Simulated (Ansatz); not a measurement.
# BH₆SSi+ (SMILES B[SiH2][SH2+]): functionals against CCSD(T) at one geometry

One table from this session's results is given with a row withheld; the runs are named, their logs left out.

The runs use Ansatz 0.2.0, Gaussian basis; single points in def2-TZVPP.

Cores are frozen in the correlated methods.

## Starting geometry

SMILES `B[SiH2][SH2+]`, 9 atoms, charge 1, spin multiplicity 1.

Atoms are counted from 1 here; the program's logs count them from 0.

Bond lengths: B1–Si2 2.087 Å, B1–H4 1.174 Å, B1–H5 1.226 Å, Si2–S3 2.413 Å, Si2–H6 1.478 Å, Si2–H7 1.475 Å, S3–H8 1.334 Å, S3–H9 1.342 Å. Angles: Si2–B1–H4 131.1°, Si2–B1–H5 118.5°, H4–B1–H5 110.2°, B1–Si2–S3 97.7°, B1–Si2–H6 115.4°, B1–Si2–H7 124.1°, S3–Si2–H6 100.3°, S3–Si2–H7 103.9°, H6–Si2–H7 110.5°, Si2–S3–H8 98.3°, Si2–S3–H9 81.0°, H8–S3–H9 96.1°.

Coordinates:

```
atom    x (Å)    y (Å)    z (Å)
  B1  -1.2731   0.5516  -1.2106
 Si2   0.5310   0.6210  -0.1633
  S3   0.0258  -1.0888   1.4620
  H4  -1.9053  -0.3589  -1.5987
  H5  -1.7633   1.6054  -1.6014
  H6   0.7026   1.7886   0.7267
  H7   1.8288   0.2033  -0.7249
  H8   0.7717  -2.0681   0.9491
  H9   1.0268  -0.4730   2.1101
```

The first run:

Contents of run/in.yaml:

```yaml
crystal:
  periodic: [false, false, false]
  atoms:
    - {symbol: B, position_ang: [-1.273095, 0.551605, -1.210634]}
    - {symbol: Si, position_ang: [0.530967, 0.621012, -0.163313]}
    - {symbol: S, position_ang: [0.025765, -1.088819, 1.461955]}
    - {symbol: H, position_ang: [-1.905259, -0.358930, -1.598664]}
    - {symbol: H, position_ang: [-1.763322, 1.605438, -1.601394]}
    - {symbol: H, position_ang: [0.702628, 1.788588, 0.726741]}
    - {symbol: H, position_ang: [1.828764, 0.203302, -0.724928]}
    - {symbol: H, position_ang: [0.771660, -2.068098, 0.949131]}
    - {symbol: H, position_ang: [1.026766, -0.472982, 2.110075]}
basis:
  gaussian: {orbitals: def2-TZVPP}
total_charge: 1
hamiltonian: {xc: pbe, dispersion: d4}
output: {forces: true}
```

Run with:

```sh
$ ansatz run in.yaml --threads 2 --pin off --events-out ev --progress --plain --max-ram 3481MiB
```

Among the steps run: PBE-D4/def2-TZVPP; r2SCAN-D4/def2-TZVPP; PBE0-D4/def2-TZVPP; wB97M-V/def2-TZVPP; CCSD(T)/def2-TZVPP.

One of the session's tables, all rows but one given; the rest of the session is left out.

| method | RMS force component (eV/Å) | angle to CCSD(T) forces (°) |
| --- | --- | --- |
| PBE-D4 | 0.574 | 20.3 |
| r2SCAN-D4 | ? | ? |
| PBE0-D4 | 0.559 | 7.7 |
| wB97M-V | 0.542 | 5.2 |
| CCSD(T) | 0.538 | reference |

**Question.** Estimate the row for r2SCAN-D4.

The run gave: RMS force component (eV/Å): 0.554; angle to CCSD(T) forces (°): 8.1. In the column «RMS force component (eV/Å)» it lies between wB97M-V (0.542) and PBE0-D4 (0.559).

To keep in mind: CCSD(T) in triple zeta still lacks some correlation energy of the bonds, so part of these gaps is its own basis error and they don't rank the functionals.
